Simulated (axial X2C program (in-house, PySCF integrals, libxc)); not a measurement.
**SiB⁺: properties at the nuclei**

Calculated with an in-house all-electron X2C program for linear molecules (integrals from PySCF): two-component X2C with atomic mean-field Coulomb and Gaunt terms, Gaussian nuclei, basis Si dyall-v3z, B dyall-v3z with contracted cores.

R = 2.109 Å (near the PBE0 minimum at charge 1 of the determinant lowest at the starting distance; the state shown can have its own minimum elsewhere).

Input and command:
```json
{"zs": [14, 5], "q": 1, "bas": ["dyall-v3z", "dyall-v3z"], "r0": 2.01, "levels": ["PBE0", "HF", "PBE", "BHandHLYP", "PBE50"], "nst": 3}
```
```bash
python soeom.py task.json out
```

Keys: zs atomic numbers; q charge; bas basis sets; r0 starting distance in Å; levels methods; nst determinants followed.

Determinant lowest in the PBE0 search, Ω = 2 (⟨Sz⟩ = 1.00, ⟨Lz⟩ = 1.00 at PBE0), spin on the atoms Si 0.45, B 0.55:

```tsv
level	Eeff magnitude (GV/cm)	Ws magnitude Si (kHz)	Ws magnitude B (kHz)	A∥/gI Si (MHz)	qzz Si (a.u.)	A∥/gI B (MHz)	qzz B (a.u.)
PBE0	0.00687	0.00293	0.00172	47.4	-1.42	82.5	-0.40
HF	0.0926	0.0199	0.00228	49.5	-1.40	86.8	-0.46
PBE	0.00837	0.00312	0.00162	53.8	-1.45	84.2	-0.39
BHandHLYP	0.0144	0.00446	0.00181	54.4	-1.36	83	-0.44
PBE50	0.00561	0.00276	0.0018	43.1	-1.40	80.8	-0.41
```

Eeff is the effective electric field on the electron electric dipole moment in this Ω state and Ws the scalar–pseudoscalar constant of the nucleus named (defined with the proton number Z and per Ω); A∥ (defined per Ω) follows by multiplying with gI = μI/(I μN); qzz is the electric field gradient, eQq0 = 234.96 MHz × Q/barn × qzz. The operators were transformed with the bare-nucleus X2C matrices; with these basis sets, hyperfine constants and field gradients can be off by tens of per cent, and where levels differ in sign neither size nor sign is settled.

With gI(29Si) = -1.1106, gI(11B) = 1.7924, Q(11B) = 0.04059 barn (g factors from the IAEA table of nuclear moments by Stone; Q from Pyykkö, Mol. Phys. 2018), turn the PBE0 values of the first state into constants in MHz.

A∥(29Si) = 47.4 × -1.1106 = -52.6 MHz; A∥(11B) = 82.5 × 1.7924 = 148 MHz; eQq0(11B) = 234.96 × (0.04059) × (-0.40) = -3.81 MHz.

Each state is one determinant with collinear spin, which with several unpaired electrons need not be a pure state. Unrestricted Hartree–Fock can overshoot spin polarisation at the nuclei. With several open shells hyperfine constants can be off by a factor of several. Where Eeff spreads by more than a factor of two the levels disagree and none is to be relied on. Open-shell Ω = 0 determinants with evenly filled partner blocks cannot be reached by this program, so the Ω shown need not be the lowest component. States lie within half an eV, so the first need not be the ground state. Further determinants of the search, some of them spin-mixed, are not shown.
